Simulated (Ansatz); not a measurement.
C₂H₆OS, SMILES `COCS`, relaxed with RKS PBE0-D4/def2-TZVP in the Gaussian-basis code of Ansatz from a PBE-D4/def2-SVP geometry. The force threshold is 0.005 eV/Å; the program also tests the step.

Charge 0, multiplicity 1.

Start:

```xyz
10

C    -1.295   -0.431   -0.591
O    -0.543    0.232    0.402
C     0.832   -0.026    0.289
S     1.764    0.805    1.607
H    -2.354   -0.139   -0.455
H    -1.218   -1.543   -0.508
H    -0.976   -0.145   -1.625
H     1.223    0.285   -0.712
H     1.071   -1.113    0.414
H     1.497    2.073    1.179
```

| step | energy (eV) | largest force (eV/Å) | largest move (Å) |
| --- | --- | --- | --- |
| 1 | -15047.1768 | 0.741 | 0.000 |
| 2 | -15047.2201 | 0.287 | 0.025 |
| 3 | -15047.2259 | 0.067 | 0.030 |
| 4 | -15047.2263 | 0.020 | 0.016 |
| 5 | -15047.2264 | 0.012 | 0.017 |
| 6 | -15047.2264 | 0.004 | 0.004 |

End:

```xyz
10

C    -1.287   -0.435   -0.597
O    -0.559    0.229    0.406
C     0.811   -0.021    0.299
S     1.727    0.801    1.601
H    -2.337   -0.184   -0.454
H    -1.167   -1.525   -0.527
H    -0.976   -0.115   -1.601
H     1.191    0.293   -0.682
H     1.033   -1.091    0.420
H     1.564    2.049    1.135
```

Run time 17 s (2 threads of a server CPU on a shared host); peak host memory 0.35 GiB.
